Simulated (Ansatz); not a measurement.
Input for Ansatz (development build ahead of 0.2.0):

```yaml
crystal:
  periodic: [false, false, false]
  atoms:
    - { symbol: B, position_ang: [0.0, 0.0, 0.0] }
    - { symbol: Al, position_ang: [0.65457, 0.87276, 1.88959] }
basis:
  gaussian: { orbitals: "6-31G" }
magnetization:
  initial_magnetization: 2
hamiltonian:
  xc: hf
correlation:
  method: fci
  frozen_orbitals: { Al: 5, B: 1 }
```

The input is written out in the form of the current development build from the run's settings.

Output:

```
Converged    : yes
Total energy : -266.50021 hartree
State        : lowest triplet root, of any spatial symmetry
```
